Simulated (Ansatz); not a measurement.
Input file:

```yaml
crystal:
  periodic: [false, false, false]
  atoms:
    - {symbol: P, position_ang: [0.000000, -0.112492, 0.052824]}
    - {symbol: H, position_ang: [0.000000, 2.568415, -2.706188]}
    - {symbol: H, position_ang: [0.000000, 0.888453, 1.082930]}
basis:
  gaussian: {orbitals: aug-cc-pVTZ}
total_charge: -1
correlation: {method: sc_nevpt2, electrons: outside_noble_gas, active_space: {window: {electrons: 2, orbitals: 2}}}
```

```sh
$ ansatz run in.yaml --threads 2 --pin off --events-out ev --progress --plain --max-ram 16896MiB --backend cuda --devices 0, --max-vram 18GiB
```

Output:

```
528 factors; integrals over basis functions are off by at most 8.2e-4 eV
mean field evaluation 1: about -9296.5134 eV, gradient 2.0e1 eV
mean field evaluation 2: about -9296.5139 eV, gradient 2.0e1 eV
mean field evaluation 4: about -9298.9247 eV, gradient 2.7e0 eV
mean field evaluation 8: about -9299.0125 eV, gradient 7.1e-3 eV
mean field evaluation 16: about -9297.7342 eV, gradient 9.2e0 eV
mean field evaluation 32: about -9298.2773 eV, gradient 3.9e-5 eV
mean field evaluation 64: about -9298.2787 eV, gradient 1.3e-1 eV
mean field -9299.01249277 eV, -341.7324060122 hartree, gradient 2.9e-6 eV, S^2 0.000000; 7 other end points of the search recorded, 0 dependent functions left out; unrestricted orbitals would lower it
reference -9299.01249277 eV, -341.7324060122 hartree; 9, 9 occupied and 87, 87 virtual orbitals, 528 factors
state -9300.58965694 eV, -341.7903657266 hartree
state -9300.58965694 eV, -341.7903657266 hartree; corrected -9304.77045143 eV, -341.9440070902 hartree
Total energy: -9304.77045143 eV, -341.9440070902 hartree
```

Natural occupations: 1.3043 0.6957.

Ran on 2 threads of AMD EPYC 7R13 with a shared H100 80 GB, shared host: 2.1 s wall, 0.82 GiB peak host memory.
